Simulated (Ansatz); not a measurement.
# C4H12N2: the cost of one run

Method: RKS PBE-D4/def2-SVP, in Ansatz 0.2.0.

## (1) Starting point

Bond lengths (14 of 17 bonds, heavy atoms first): C1–C2 1.551 Å, C2–C3 1.529 Å, C2–C4 1.497 Å, C4–N5 1.507 Å, C4–N6 1.468 Å, C1–H7 1.080 Å, C1–H8 1.054 Å, C1–H9 1.170 Å, C2–H10 1.108 Å, C3–H11 1.068 Å, C3–H12 1.053 Å, C3–H13 1.071 Å, C4–H14 1.052 Å, N5–H15 1.008 Å. Angles (14 of 30 angles, heavy atoms first): C1–C2–C3 107.9°, C1–C2–C4 119.0°, C3–C2–C4 109.7°, C2–C4–N5 113.3°, C2–C4–N6 116.3°, N5–C4–N6 99.2°, C1–C2–H10 105.2°, C3–C2–H10 108.6°, C4–C2–H10 106.0°, C2–C1–H7 110.3°, C2–C1–H8 111.5°, C2–C1–H9 109.2°, C2–C3–H11 111.0°, C2–C3–H12 113.0°.

As a file:

```xyz
18

C     0.4632   -0.5997    1.4502
C     0.7001   -0.0595    0.0159
C     1.1463   -1.2312   -0.8596
C    -0.4001    0.6914   -0.6671
N    -1.6726   -0.1040   -0.8003
N    -0.9286    1.8612    0.0461
H    -0.3746   -1.2819    1.4599
H     1.3397   -1.0256    1.8525
H     0.1585    0.2870    2.1505
H     1.5434    0.6528    0.1100
H     1.4190   -0.8970   -1.8367
H     0.4331   -2.0042   -0.9067
H     2.0292   -1.6615   -0.4323
H    -0.1839    1.0006   -1.6493
H    -2.3758    0.5116   -1.1792
H    -2.0186   -0.2822    0.1624
H    -0.1464    2.5372    0.1151
H    -1.1696    1.6165    1.0205
```

## (2) Relaxing end A

The input, input.yaml:

```yaml
crystal:
  periodic: [false, false, false]
  atoms:
    - { symbol: C, position_ang: [0.4632, -0.5997, 1.4502] }
    - { symbol: C, position_ang: [0.7001, -0.0595, 0.0159] }
    - { symbol: C, position_ang: [1.1463, -1.2312, -0.8596] }
    - { symbol: C, position_ang: [-0.4001, 0.6914, -0.6671] }
    - { symbol: "N", position_ang: [-1.6726, -0.104, -0.8003] }
    - { symbol: "N", position_ang: [-0.9286, 1.8612, 0.0461] }
    - { symbol: H, position_ang: [-0.3746, -1.2819, 1.4599] }
    - { symbol: H, position_ang: [1.3397, -1.0256, 1.8525] }
    - { symbol: H, position_ang: [0.1585, 0.287, 2.1505] }
    - { symbol: H, position_ang: [1.5434, 0.6528, 0.11] }
    - { symbol: H, position_ang: [1.419, -0.897, -1.8367] }
    - { symbol: H, position_ang: [0.4331, -2.0042, -0.9067] }
    - { symbol: H, position_ang: [2.0292, -1.6615, -0.4323] }
    - { symbol: H, position_ang: [-0.1839, 1.0006, -1.6493] }
    - { symbol: H, position_ang: [-2.3758, 0.5116, -1.1792] }
    - { symbol: H, position_ang: [-2.0186, -0.2822, 0.1624] }
    - { symbol: H, position_ang: [-0.1464, 2.5372, 0.1151] }
    - { symbol: H, position_ang: [-1.1696, 1.6165, 1.0205] }
basis:
  gaussian: { orbitals: def2-SVP }
hamiltonian:
  xc: pbe
  dispersion: d4
relax:
  f_tol: 0.015
  max_steps: 40
```

Started as:

```console
> ansatz run input.yaml --threads 2 --pin off --max-ram 3072MiB --backend cpu --events-out ev --progress --plain --runs-dir out
```

What time and memory should one allow on 2 threads of Arm Neoverse V2, shared host?

About 35 s, with a peak of 0.19 GiB.
